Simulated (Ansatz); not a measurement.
Reaction (SMILES): FCF → F[CH2] (CH2-F) + F atom
B3LYP-D3(BJ)/def2-TZVP geometries, fixed; electronic energies without zero-point terms.

Basis-set convergence of the bond dissociation energy at PBE0 with Ansatz (a program for electronic structure). All functions are spherical. The program fits the integrals of some runs and decomposes those of others, by size. Open shells are unrestricted. No added dispersion term, no relativity. Functions are those of the species that has most. Reference: the value in aug-pcseg-3, 120.01 kcal/mol, itself unsure by roughly 0.08 kcal/mol (its mean distance from aug-cc-pVQZ, cc-pV5Z, def2-QZVPPD). Deviations are taken from unrounded values.

| basis | functions | bond dissociation energy (kcal/mol) | minus reference (kcal/mol) |
|---|---|---|---|
| 6-31G | 31 | 107.06 | -12.95 |
| cc-pVDZ | 52 | 118.95 | -1.06 |
| def2-SVP | 52 | 122.01 | 2.00 |
| aug-cc-pVDZ | 87 | 119.14 | -0.87 |
| def2-TZVPP | 121 | 119.95 | -0.06 |
| cc-pVQZ | 225 | 120.27 | 0.26 |
| def2-QZVPP | 231 | 119.87 | -0.14 |
| def2-QZVPPD | 261 | 119.81 | -0.20 |
| cc-pV5Z | 383 | 120.00 | -0.01 |
